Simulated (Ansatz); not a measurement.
Multireference treatment of C₄H₆, singlet

Program: Ansatz, Gaussian basis, development build. Basis cc-pVTZ, nonrelativistic, 4 orbitals frozen in the corrections. State-specific CASSCF; RHF is the lowest restricted (open-shell) Hartree–Fock solution met. No symmetry is imposed, so a solution can break that of the shape. Lower solutions, or ones in other orbitals, may exist.

Geometry:

```xyz
10

C     0.6169    1.7495    0.0163
C     0.6094    0.4016    0.0195
C    -0.6160   -0.4174   -0.0108
C    -0.6155   -1.7596   -0.0116
H     1.5082    2.3214    0.0030
H    -0.3286    2.2952   -0.0048
H     1.5395   -0.1224   -0.0088
H    -1.5353    0.1339    0.0083
H     0.3074   -2.3244    0.0091
H    -1.5342   -2.3016    0.0103
```

(1) What do CASSCF and its corrections give against RHF in CAS(4,4), and what are the occupations?

(2) Roughly how much CPU time does a whole run from the default start take (median of such runs, summed over threads; nearly all runs on one pinned thread of a shared server, mostly Xeon at 2.3 to 2.6 GHz, by a development driver)?

Results:

(1) CASSCF -1.484 eV, SC-NEVPT2 -17.811 eV; occupations 1.93, 1.89, 0.12, 0.06.

(2) CAS(4,4): about 54 s. Other jobs ran beside these, and the count of passes differs.
